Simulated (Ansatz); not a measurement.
Born–Oppenheimer molecular dynamics of H5Si (6 atoms, charge 0, multiplicity 2). It starts at the highest image of a converged band, a first-order saddle point between two minima.

Computed with UKS PBE-D4/def2-SVP in Ansatz 0.2.0.

```yaml
ensemble: NVE (velocity Verlet)
time_step: 0.5 fs
steps_asked: 200
starting_velocities_drawn_for: 100 K
seed: 5138
```

Frames 0.5 fs apart, positions in Å, forces in eV/Å.

Velocities at 30.0 fs (Å/ps):

```
Si -0.27 -0.06 -0.33
H -7.15 4.14 -3.54
H 0.31 4.23 7.43
H 4.94 -2.83 -6.62
H -0.66 2.44 2.59
H 10.12 -6.41 9.37
```

```xyz
6
Properties=species:S:1:pos:R:3:forces:R:3 time_fs=30.0 energy_less_start_eV=0.027 T=48
Si -0.011 0.011 -0.036 0.03 -0.34 -0.39
H -0.259 0.139 1.444 0.02 0.05 0.04
H 1.458 -0.105 -0.322 0.07 0.21 0.10
H -0.623 1.147 -0.807 0.04 0.05 0.06
H -0.582 -1.286 -0.546 -0.16 0.04 0.09
H 0.334 -0.207 3.101 0.01 -0.01 0.09
6
Properties=species:S:1:pos:R:3:forces:R:3 time_fs=30.5 energy_less_start_eV=0.025 T=51
Si -0.012 0.011 -0.037 0.03 -0.32 -0.38
H -0.263 0.141 1.442 0.01 0.05 0.05
H 1.459 -0.103 -0.319 0.08 0.20 0.10
H -0.621 1.146 -0.811 0.03 0.06 0.06
H -0.583 -1.285 -0.544 -0.16 0.02 0.08
H 0.339 -0.210 3.106 0.01 -0.01 0.09
6
Properties=species:S:1:pos:R:3:forces:R:3 time_fs=31.0 energy_less_start_eV=0.023 T=55
Si -0.012 0.011 -0.037 0.04 -0.29 -0.37
H -0.266 0.143 1.440 0.01 0.05 0.05
H 1.459 -0.100 -0.314 0.08 0.19 0.09
H -0.618 1.145 -0.814 0.02 0.06 0.06
H -0.584 -1.283 -0.543 -0.16 0.00 0.07
H 0.344 -0.213 3.111 0.01 -0.01 0.09
6
Properties=species:S:1:pos:R:3:forces:R:3 time_fs=31.5 energy_less_start_eV=0.022 T=58
Si -0.012 0.011 -0.037 0.04 -0.27 -0.35
H -0.270 0.145 1.439 0.01 0.05 0.05
H 1.460 -0.097 -0.310 0.09 0.18 0.09
H -0.616 1.143 -0.817 0.02 0.07 0.05
H -0.585 -1.282 -0.541 -0.16 -0.03 0.06
H 0.349 -0.216 3.116 0.01 -0.01 0.09
6
Properties=species:S:1:pos:R:3:forces:R:3 time_fs=32.0 energy_less_start_eV=0.020 T=62
Si -0.012 0.011 -0.037 0.04 -0.24 -0.33
H -0.273 0.148 1.438 0.01 0.06 0.05
H 1.461 -0.093 -0.306 0.09 0.17 0.09
H -0.613 1.143 -0.820 0.01 0.07 0.05
H -0.587 -1.281 -0.539 -0.16 -0.05 0.05
H 0.354 -0.220 3.121 0.01 -0.01 0.09
6
Properties=species:S:1:pos:R:3:forces:R:3 time_fs=32.5 energy_less_start_eV=0.017 T=66
Si -0.012 0.011 -0.038 0.05 -0.21 -0.31
H -0.277 0.151 1.436 0.01 0.06 0.05
H 1.462 -0.089 -0.301 0.08 0.15 0.08
H -0.610 1.142 -0.822 0.01 0.08 0.05
H -0.589 -1.280 -0.537 -0.16 -0.06 0.04
H 0.359 -0.223 3.127 0.01 -0.01 0.09
6
Properties=species:S:1:pos:R:3:forces:R:3 time_fs=33.0 energy_less_start_eV=0.015 T=71
Si -0.012 0.011 -0.038 0.06 -0.19 -0.28
H -0.280 0.153 1.435 0.00 0.06 0.04
H 1.463 -0.085 -0.296 0.08 0.14 0.08
H -0.607 1.141 -0.825 0.00 0.08 0.04
H -0.591 -1.279 -0.535 -0.15 -0.08 0.03
H 0.365 -0.226 3.133 0.01 -0.01 0.09
6
Properties=species:S:1:pos:R:3:forces:R:3 time_fs=33.5 energy_less_start_eV=0.013 T=75
Si -0.012 0.010 -0.038 0.06 -0.16 -0.26
H -0.284 0.156 1.434 0.00 0.06 0.03
H 1.464 -0.080 -0.291 0.07 0.13 0.07
H -0.605 1.141 -0.827 0.00 0.08 0.04
H -0.594 -1.278 -0.533 -0.14 -0.09 0.02
H 0.370 -0.230 3.139 0.01 -0.01 0.09
6
Properties=species:S:1:pos:R:3:forces:R:3 time_fs=34.0 energy_less_start_eV=0.011 T=80
Si -0.012 0.010 -0.039 0.06 -0.14 -0.23
H -0.287 0.159 1.433 0.00 0.05 0.02
H 1.466 -0.075 -0.286 0.06 0.11 0.07
H -0.602 1.141 -0.830 -0.01 0.08 0.04
H -0.597 -1.277 -0.531 -0.13 -0.09 0.01
H 0.375 -0.233 3.146 0.01 -0.01 0.09
6
Properties=species:S:1:pos:R:3:forces:R:3 time_fs=34.5 energy_less_start_eV=0.008 T=84
Si -0.013 0.010 -0.039 0.07 -0.12 -0.21
H -0.290 0.162 1.432 0.00 0.05 0.01
H 1.468 -0.069 -0.280 0.04 0.09 0.06
H -0.599 1.141 -0.832 -0.01 0.08 0.04
H -0.601 -1.277 -0.528 -0.12 -0.10 0.01
H 0.380 -0.236 3.152 0.01 -0.01 0.09
6
Properties=species:S:1:pos:R:3:forces:R:3 time_fs=35.0 energy_less_start_eV=0.006 T=88
Si -0.013 0.010 -0.040 0.07 -0.10 -0.18
H -0.294 0.166 1.431 0.00 0.05 0.00
H 1.470 -0.064 -0.275 0.03 0.08 0.06
H -0.597 1.141 -0.834 -0.01 0.07 0.04
H -0.604 -1.277 -0.526 -0.10 -0.09 0.00
H 0.386 -0.240 3.159 0.01 -0.01 0.09
6
Properties=species:S:1:pos:R:3:forces:R:3 time_fs=35.5 energy_less_start_eV=0.004 T=92
Si -0.013 0.010 -0.040 0.07 -0.08 -0.16
H -0.297 0.169 1.431 0.00 0.05 -0.01
H 1.471 -0.058 -0.269 0.01 0.06 0.05
H -0.594 1.141 -0.836 -0.02 0.07 0.04
H -0.608 -1.277 -0.524 -0.08 -0.08 0.00
H 0.391 -0.243 3.166 0.01 -0.01 0.09
```

Of the whole run (100 fs, mean temperature of the second half 139 K): The conserved energy stayed within 0.007 meV per atom of its start (net change 0.0035 meV per atom), so the integration is sound. The system heated up, since it started high on the potential surface and ran downhill. A run of 0.1 ps of so small a system gives no equilibrium averages.

The run took 2.6 min on 1 thread of Arm Neoverse V2, with other jobs on the host, peak memory 0.095 GiB.
